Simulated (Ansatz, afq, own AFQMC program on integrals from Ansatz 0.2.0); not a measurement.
## Breaking Si5–H13 in Si$_{2}$GeH$_{8}$O$_{2}$, singlet

```yaml
atoms:
  - { symbol: Si, position_ang: [-2.0273, 0.6813, 1.1662] }
  - { symbol: O, position_ang: [-0.3826, 0.9189, 1.1413] }
  - { symbol: Ge, position_ang: [1.0788, -0.0725, 1.0809] }
  - { symbol: O, position_ang: [1.0776, -0.9684, -0.4421] }
  - { symbol: Si, position_ang: [1.1279, -0.6280, -2.0680] }
  - { symbol: H, position_ang: [-2.6625, 1.8791, 1.7864] }
  - { symbol: H, position_ang: [-2.5588, 0.5046, -0.2189] }
  - { symbol: H, position_ang: [-2.3743, -0.5333, 1.9704] }
  - { symbol: H, position_ang: [2.2563, 0.9082, 1.1092] }
  - { symbol: H, position_ang: [1.0405, -1.1276, 2.1919] }
  - { symbol: H, position_ang: [1.6715, -1.8210, -2.7781] }
  - { symbol: H, position_ang: [2.0129, 0.5501, -2.3348] }
  - { symbol: H, position_ang: [-0.2394, -0.3264, -2.5895] }
```

Products: Si2GeH7O2 (doublet; SiH3–O–GeH2–O–SiH2) and H (doublet), each relaxed with PBE0/def2-SVP like the molecule; electronic energies without zero-point terms. Determinants: RHF, UHF and UHF in that order.

Basis def2-SVP. Only valence electrons are correlated. Ansatz 0.2.0 and our own AFQMC program on the same integrals; the CISD trial comes from CCSD amplitudes, and released means the phaseless constraint is let go. Uncertainties: one standard error, sampling alone. No spin–orbit coupling. The errors of all members are added in quadrature.

No full CI on the walks' own integrals is used here. The released AFQMC energy serves as the reference, which it does only where one determinant dominates, the energy is flat over the last release times and near the phaseless one (40 meV or 2 meV an electron, half that with transition metals). On small molecules, where full CI could be run and the noise was under 10 meV, such values lay within 10 meV of it in 19 cases of 20, a flattering rate, since the rule was set on those same cases; what remains of the bias isn't in the error bar. Each member takes its own surest rung, up to full CI.

The best estimate is CCSD(T) at the basis-set limit (CBS: def2-TZVPP and def2-QZVPP, with their diffuse functions for anions and beside diffuse sets, MP2 extrapolated, CCSD(T) minus MP2 from TZVPP) plus the step from CCSD(T) to AFQMC with the constraint released in def2-SVP. Rows without CBS are in def2-SVP, the functionals in def2-TZVP; B2PLYP and the wave-function rows carry a basis error of their own. Core correlation and relativity beyond core potentials are missing, and ± holds the sampling alone.

Cautions: inner d shell frozen; no relativity below Rb; no spin-orbit coupling; Si₂GeH₈O₂ (singlet): the released value is read at 0.90 1/Eh with a noise of 15 meV, more than in the cases checked (meV from the phaseless value at times in 1/Eh: 2 ± 11 at 0.21, -20 ± 10 at 0.42, -10 ± 13 at 0.63, 3 ± 15 at 0.90); Si₂GeH₇O₂ (doublet): the released value is read at 0.90 1/Eh with a noise of 24 meV, more than in the cases checked (meV from the phaseless value at times in 1/Eh: 28 ± 21 at 0.21, 27 ± 22 at 0.42, 23 ± 23 at 0.63, -5 ± 24 at 0.90).

```csv
level,bond energy (kcal/mol)
wB97M-V,97.9
MP2,91.3
r2SCAN,92.5
```

Q: From these cheaper values, estimate the bond energy at the level of the best estimate.

A: 97.9 ± 0.7 kcal/mol (best estimate, highest rung released AFQMC).

| level | bond energy (kcal/mol) | error against the best estimate (kcal/mol) |
| --- | --- | --- |
| HF | 78.3 | -19.6 ± 0.7 |
| CCSD | 94.0 | -3.8 ± 0.7 |
| CCSD(T) | 94.0 | -3.9 ± 0.7 |
| ph-AFQMC/CISD | 93.5 ± 0.4 | -4.4 ± 0.8 |
| released AFQMC | 93.3 ± 0.7 | -4.5 |
| HF/CBS | 78.1 | -19.8 ± 0.7 |
| MP2/CBS | 96.1 | -1.7 ± 0.7 |
| CCSD(T)/CBS | 98.5 | 0.7 ± 0.7 |
| PBE | 90.8 | -7.1 ± 0.7 |
| PBE0 | 92.3 | -5.5 ± 0.7 |
| B3LYP | 95.4 | -2.5 ± 0.7 |
| B2PLYP | 95.1 | -2.7 ± 0.7 |

Correlation beyond CCSD(T) changes it by less than twice the noise. Going to the basis-set limit adds 4.5 kcal/mol at CCSD(T). The perturbative (T) step is worth −0.1 kcal/mol.

Best estimates are given only where the step beyond CCSD(T) is under 0.3 eV and no member's determinant is very poor (T1 over 0.05, or 0.07 for open shells, ⟨S²⟩ too high by 0.3, two states mixed), so the hardest cases are missing from such tables.

The functionals ran in a triple-zeta set and keep a basis error of their own, a few kJ/mol for each bond in atomization energies and more for double hybrids, so close places among them and the extrapolated levels can swap.

Each member of a difference takes its own highest rung, so a best estimate needn't equal the limit plus the step of one row. Released energies are given only where the last usable release times agree within the noise; a slower fall can still hide under it.
